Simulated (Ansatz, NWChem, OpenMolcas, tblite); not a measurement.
## C3H6F2 (1,3-difluoropropane): the HOMO–LUMO gap, rung by rung

C3H6F2 has 11 atoms, charge 0, and is taken as a singlet. SMILES: `FCCCF`. The coordinates come from a PBE0-D4/def2-TZVP relaxation. This is one conformer, not always the lowest.

Quantity: the HOMO–LUMO gap, in eV. The values are calculated.

| level | kind | program | value (eV) | CPU time |
| --- | --- | --- | --- | --- |
| IPEA1-xTB | semi-empirical | tblite | 7.19 | under 2 s |
| HF/cc-pVDZ | Hartree–Fock | Ansatz | 18.12 | 3.9 s |
| SVWN5/cc-pVDZ | LDA | NWChem | 8.07 | 15 s |
| revPBE/cc-pVDZ | GGA | Ansatz | 8.22 | 8.7 s |
| r2SCAN/cc-pVDZ | meta-GGA | Ansatz | 9.21 | 15 s |
| M06-2X/cc-pVDZ | hybrid meta-GGA | OpenMolcas | 13.28 | 76 s |
| r2SCAN0/cc-pVDZ | hybrid meta-GGA | Ansatz | 11.59 | 17 s |
| wB97M-V/cc-pVDZ | range-separated hybrid | Ansatz | 14.99 | 91 s |
| B2PLYP/cc-pVDZ | double hybrid | Ansatz | 13.56 | 16 s |

The values span 7.19 to 18.12 eV. Orbital gaps aren't excitation energies, and those of double hybrids come from the SCF part alone; they tend to grow with the share of exact exchange. Times are those of the runs behind each value, whatever else they computed, on shared processors of several kinds: orders of magnitude only.
